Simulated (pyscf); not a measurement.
PH₃ + H₃Si–O–SiH₃ → H₃Si–O–PH₂ + SiH₄, a four-centre exchange (singlet surface; H–P, O–Si broken, O–P, H–Si formed). PySCF, gas phase, ωB97X-D3(BJ)/def2-SVP geometries. Energies in kJ/mol from the separated reactants.

Small-basis levels: PySCF, no dispersion term, spherical d functions. 

**Question.** Quick HF/6-31G* single points give ΔE‡ = 368.3 kJ/mol and ΔE = +117.9 kJ/mol. What does ωB97M-D3(BJ)/def2-TZVP give, and how far is the quick result from it?

**Answer.** ωB97M-D3(BJ)/def2-TZVP gives ΔE‡ = 263.1 kJ/mol and ΔE = +107.2 kJ/mol. HF/6-31G* lies 105.3 kJ/mol over it in the barrier and 10.7 kJ/mol over it in the reaction energy, so on this step it does not hold to within 12.6 kJ/mol. ωB97M-D3(BJ)/def2-TZVP has limits of its own. H₃Si–O–PH₂ lies 23.9 kJ/mol over its isomer HO–SiH₂–PH₂ (electronic energy, ωB97M-D3(BJ)/def2-TZVP). One saddle was located; it need not be the lowest between these sides.
